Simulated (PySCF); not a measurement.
**Choosing a basis for TDDFT**

Species: streptocyanine-1, CH₅N₂ (charge +1).
SMILES with atom numbers: `[NH2:1][CH:2]=[NH2+:3]` (hydrogens: H4, H5 on N1; H6 on C2; H7, H8 on N3)

Cartesian coordinates in Å at the PBE0-D3(BJ)/def2-SVP level; atoms count from 1:
```xyz
8
CH5N2 angstrom
N      1.1609    0.1996    0.0660
C      0.0027   -0.4024    0.1415
N     -1.1567    0.1311   -0.1427
H      1.2670    1.1673   -0.2297
H      2.0102   -0.3014    0.3100
H      0.0038   -1.4471    0.4724
H     -1.2648    1.0924   -0.4579
H     -2.0049   -0.4206   -0.0532
```

TDDFT with PBE0 (PySCF), vertical singlets, core orbitals frozen in the response, spherical d and f functions. Isolated species at its PBE0-D3(BJ)/def2-SVP geometry, gas phase.

Problem. Compare 6-31G*, 6-31+G*, def2-SVP, def2-SVPD, aug-cc-pVDZ, def2-TZVP, def2-TZVPD and aug-cc-pVTZ for this molecule.

Solution. 

```tsv
basis	functions	diffuse	S1 (eV)	S2 (eV)	S3 (eV)	S4 (eV)	S5 (eV)	LUMO (eV)	α (au)
6-31G*	52	no	8.03	9.15	9.65	10.10	10.30	-5.92	21.3
6-31+G*	64	yes	7.77	8.34	8.96	9.19	10.19	-6.14	23.8
def2-SVP	67	no	8.09	8.94	9.37	9.90	10.17	-6.03	22.0
def2-SVPD	100	yes	7.67	8.54	9.18	9.53	10.00	-6.28	26.3
aug-cc-pVDZ	114	yes	7.60	8.21	8.86	9.10	10.00	-6.23	26.8
def2-TZVP	123	no	7.78	8.53	9.14	9.46	10.05	-6.16	24.8
def2-TZVPD	156	yes	7.62	8.30	8.99	9.24	9.99	-6.25	26.7
aug-cc-pVTZ	253	yes	7.60	8.24	8.89	9.14	9.98	-6.25	26.8
```

States are compared by their number. Against the largest diffuse basis here (aug-cc-pVTZ, itself not a converged limit), sets without diffuse functions differ by up to 0.48 eV in S1 and 0.33 eV in S5; the smaller diffuse sets differ by up to 0.16 and 0.21 eV. State by state, the largest deviation of a set without diffuse functions is S1 0.48, S2 0.90, S3 0.77, S4 0.96, S5 0.33 eV. The same number needn't mean the same state in each row. Against aug-cc-pVTZ the polarisability deviates by -20% in 6-31G*, -11% in 6-31+G*, -18% in def2-SVP, -2% in def2-SVPD, 0% in aug-cc-pVDZ, -8% in def2-TZVP, 0% in def2-TZVPD. A single + in a Pople set puts diffuse functions on heavy atoms only.
